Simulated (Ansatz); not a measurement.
bcc V

Method: r²SCAN+rVV10 (PAW; Ansatz, a program for electronic structure).

Settings: plane-wave cutoff 560 eV, 26×26×26 k mesh, Fermi–Dirac smearing 0.05 eV, no spin polarisation, scalar-relativistic PAW data made under PBE.

Cell (relaxed at this level):

```yaml
crystal:
  lattice:
    - [-1.48755, 1.48755, 1.48755]
    - [1.48755, -1.48755, 1.48755]
    - [1.48755, 1.48755, -1.48755]
  atoms:
    - { symbol: V, position: [0.00000, 0.00000, 0.00000] }
```

| Property | Result |
|---|---|
| bulk modulus B0 | 197 GPa |
| band gap | none |
| pressure derivative B′ of the bulk modulus | 3.7 |

Measured, for comparison: bulk modulus 161 GPa (corrected for temperature and zero-point phonon effects, our sources range from 159 to 166; as tabulated in Levämäki et al. (2014), arXiv:1402.3671). Computed (rounded) less measured: bulk modulus +22 % (+19 % to +24 % over the range).

Static lattice: no zero-point or thermal effects.

The result took about 2.1 core-minutes (a rough figure).
